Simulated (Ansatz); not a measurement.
Abridged output of a molecular run in Ansatz:

```
Functional definition: HF
751 factors; integrals over basis functions are off by at most 8.9e-4 eV
mean field evaluation 1: about -4891.1522 eV, gradient 2.6e1 eV
mean field evaluation 2: about -4891.1551 eV, gradient 2.6e1 eV
mean field evaluation 4: about -4894.1985 eV, gradient 2.7e0 eV
mean field evaluation 8: about -4894.3039 eV, gradient 2.1e-1 eV
mean field -4894.30467917 eV, -179.8623794808 hartree, gradient 2.9e-6 eV, S^2 0.754220; 0 other end points of the search recorded, 0 dependent functions left out
3 core orbitals not correlated: weight in the atoms' cores, before any rotation towards them, 1.000 or more for the frozen orbitals, at most 0.000 for the correlated occupied ones
reference -4894.30467917 eV, -179.8623794808 hartree; 9, 8 occupied and 109, 110 virtual orbitals, 751 factors
second order -14.52672507 eV of doubles, -0.00000000 eV of singles
cycle   1  -14.51886598 eV  change    7.9e-3 eV  update   7.6e-2
cycle   2  -14.80790046 eV  change   -2.9e-1 eV  update   2.3e-2
cycle   3  -14.88723063 eV  change   -7.9e-2 eV  update   1.4e-2
cycle   4  -14.88056939 eV  change    6.7e-3 eV  update   4.4e-3
cycle   5  -14.87782736 eV  change    2.7e-3 eV  update   2.0e-3
cycle   6  -14.87875204 eV  change   -9.2e-4 eV  update   6.7e-4
cycle   7  -14.87872746 eV  change    2.5e-5 eV  update   2.8e-4
cycle   8  -14.87870500 eV  change    2.2e-5 eV  update   9.5e-5
cycle   9  -14.87873515 eV  change   -3.0e-5 eV  update   4.1e-5
cycle  10  -14.87872988 eV  change    5.3e-6 eV  update   1.4e-5
perturbative correction -0.50079158 eV, -0.0184037512 hartree
Total energy: -4909.68420064 eV, -180.4275664700 hartree
Checks for a lower state left out: cluster_reference
```

Its atoms:

```xyz
5

N     0.154    0.413   -0.292
B     0.259   -0.867    0.224
F    -0.635   -1.376    1.058
H     0.833    0.796   -0.924
H    -0.610    1.034   -0.066
```

**Question.** Which basis set was used?
A. def2-TZVPP
B. cc-pV(Q+d)Z
C. def2-TZVPPD
D. def2-QZVPP

**Answer.** A. It gives 121 functions.

**Question.** Write the keys of the input that set method, charge and spin (a neutral closed shell needs none for the last two).

**Answer.** 
```yaml
magnetization: {spin_polarized: true, initial_magnetization: 1}
correlation: {method: ccsd_t}
scf: {omitted_lower_state_checks: [cluster_reference]}
```
